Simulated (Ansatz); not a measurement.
Input file for Ansatz (a quantum-chemistry and plane-wave program): U-RI-MP2/aug-cc-pV(Q+d)Z on CH3 (SMILES [CH3]), 2S+1 = 2. Files ending in .json are basis or fitting sets from the Basis Set Exchange.

Ansatz 0.2 input:
```yaml
crystal:
  periodic: [false, false, false]
  atoms:
    - {symbol: C, position_ang: [0.00000000, 0.00000000, -0.00000000]}
    - {symbol: H, position_ang: [0.00000000, 0.00000000, 1.07731727]}
    - {symbol: H, position_ang: [-0.00000000, 0.93298412, -0.53865863]}
    - {symbol: H, position_ang: [0.00000000, -0.93298412, -0.53865863]}
basis:
  gaussian:
    orbitals: aug-cc-pV_Q+d_Z.json
    fitting: {mean_field: def2-universal-JKFIT, correlation: aug-cc-pVQZ-RIFIT.json}
magnetization: {spin_polarized: true, initial_magnetization: 1}
correlation: {method: mp2, electrons: outside_noble_gas}
scf: {omitted_lower_state_checks: [cluster_reference]}
```

The head of its log:

```
WARN ansatz: RAYON_NUM_THREADS=2 ignored (pool sized by the plan → 2); use --threads N
Functional definition: HF
these checks for a lower state are left out or cut short: cluster_reference
integrals: 0.11 GiB planned
129 factors; integrals over basis functions are off by at most 3.8e0 eV
408 factors; integrals over basis functions are off by at most 4.8e-1 eV
mean field: 0.43 GiB planned
mean field evaluation 1: about -1076.1997 eV, gradient 1.3e1 eV
mean field evaluation 2: about -1076.9487 eV, gradient 3.6e0 eV
mean field evaluation 4: about -1077.0367 eV, gradient 3.3e-1 eV
mean field evaluation 8: about -1077.0387 eV, gradient 9.5e-7 eV
mean field -1077.03871823 eV, -39.5804428518 hartree, gradient 9.5e-7 eV, S^2 0.761761; 0 other end points of the search recorded, 0 dependent functions left out
1 core orbitals not correlated
reference -1077.03871823 eV, -39.5804428518 hartree; 4, 3 occupied and 213, 214 virtual orbitals, 408 factors
```

**Question.** What total energy does the run end on?

**Answer.** -39.7497 hartree.
